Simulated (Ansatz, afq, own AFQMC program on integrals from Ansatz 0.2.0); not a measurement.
**W, septet: AFQMC among the cluster methods**

A free W atom.

Basis def2-SVP with its core potentials. Only valence electrons are correlated. Ansatz 0.2.0 and our own AFQMC program on the same integrals; the CISD trial comes from CCSD amplitudes, and released means the phaseless constraint is let go. Free projection: walkers drawn from exp(T), propagated without any constraint. Its projection time is finite, and what remains of the start isn't in its error. Uncertainties: one standard error, sampling alone. No spin–orbit coupling. The metal's outer-core s and p shells are frozen, which shifts wave-function levels against functionals.

Determinant: UHF, the one that the program's search chose, which needn't be the lowest solution.

Full CI on the same integrals is exact in this basis and with this determinant's frozen core.

Cautions: no spin-orbit coupling; outer-core shells of the metal frozen; the released energies have errors that jump between times, so the bars are unsure, so no released level is given (meV from the phaseless value at times in 1/Eh: -1.6 ± 0.8 at 0.60, -2.7 ± 0.5 at 1.20, -4.0 ± 1.1 at 2.00, -2 ± 6 at 3.00, -3.9 ± 0.8 at 4.20), though the last usable value meets full CI within the noise.

* T1 diagnostic: 0.0074
* weight of the determinant in the CISD state: 0.966
* ⟨S²⟩ of the determinant: 12.005
* size of the correlated space: 6 electrons in 28 orbitals

Reference: full CI, correlation energy -1.675 eV.

```
        level  E − E(reference) (kJ/mol)  share of correlation (%)
           HF                      161.6                      0.00
          MP2                       22.8                     85.87
         CCSD                        2.1                     98.67
      CCSD(T)                        0.4                     99.76
        CCSDT                        0.0                     99.97
     CCSDT(Q)                        0.0                    100.00
       CCSDTQ                        0.0                    100.01
  ph-AFQMC/HF                  3.9 ± 0.9                     97.60
ph-AFQMC/CISD                 0.4 ± 0.08                     99.73
   free AFQMC                 0.0 ± 0.02                    100.01
```

CCSDT and higher add their correlation energy to the determinant of the CCSD(T) run, since their own runs factorise the integrals more tightly (a shift of under 2 meV). Free projections are given only where their last times agree within the noise and don't stop above the reference; a slow remainder of the start can still hide under it. A walk keeps the symmetry of its determinant, which the program's search chose and which needn't be the lowest solution, so a lower state of the same spin and another symmetry isn't excluded.
